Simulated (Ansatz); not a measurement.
What a trial cell of NaRe4Ir relaxes into

Level of theory: Ansatz 0.2.0, DFT PBE, scalar-relativistic, plane waves, PAW. Cutoff 420 eV, Γ-centred k mesh, Gaussian smearing, no spin polarisation in the final step.

The start puts NaRe4Ir on the sites of a reported MgInCu4 cell (F-43m, No. 216), with Na in place of Mg, Ir in place of In, Re in place of Cu, at a guessed volume.

```
CELL_PARAMETERS angstrom
0.00000 3.50974 3.50974
3.50974 0.00000 3.50974
3.50974 3.50974 0.00000
ATOMIC_POSITIONS crystal
Na 0.00000 0.00000 0.00000
Re 0.37500 0.87500 0.37500
Re 0.37500 0.37500 0.87500
Re 0.37500 0.37500 0.37500
Re 0.87500 0.37500 0.37500
Ir 0.75000 0.75000 0.75000
```

Cell and atoms relax at zero pressure; the relaxation can't lower the symmetry of the start. After a coarse first stage the cell is made exact in the group found at 0.06 Å.

Energies over the elements count from the elements' standard structures at the same level, with no empirical corrections.

Question: Which crystal results?

Answer: It keeps F-43m (No. 216). Conventional cell: a = 7.327 Å. Na is coordinated by 12 Re at 3.04 Å and 4 Ir at 3.17 Å; Re is coordinated by 6 Re at 2.57–2.61 Å, 3 Na at 3.04 Å and 3 Ir at 3.04 Å; Ir is coordinated by 12 Re at 3.04 Å and 4 Na at 3.17 Å.

```
Na Re Ir
1.0
     0.00000    3.66330    3.66330
     3.66330    0.00000    3.66330
     3.66330    3.66330    0.00000
Na Re Ir
1 4 1
Direct
  0.00000 0.00000 0.00000
  0.37394 0.37394 0.87819
  0.37394 0.87819 0.37394
  0.87819 0.37394 0.37394
  0.37394 0.37394 0.37394
  0.75000 0.75000 0.75000
```

Question: What are its volume, energy, density and gap?

Answer: The volume per atom is 16.39 Å³, the density is 16.21 g/cm³ and the energy over the elements is 0.67 eV/atom. The gap on the 10×10×10 mesh is 0 eV (a metal).

The final run used a 10×10×10 mesh on its 6-atom cell and 0.10 eV smearing. For metals, differences of a few meV/atom aren't resolved. Spin–orbit coupling is left out. Symmetry constrained the relaxation, so the result can be a saddle point.

Cost: 3 runs of about 2.2 core-minutes in all, on Arm Neoverse V2 (shared hosts).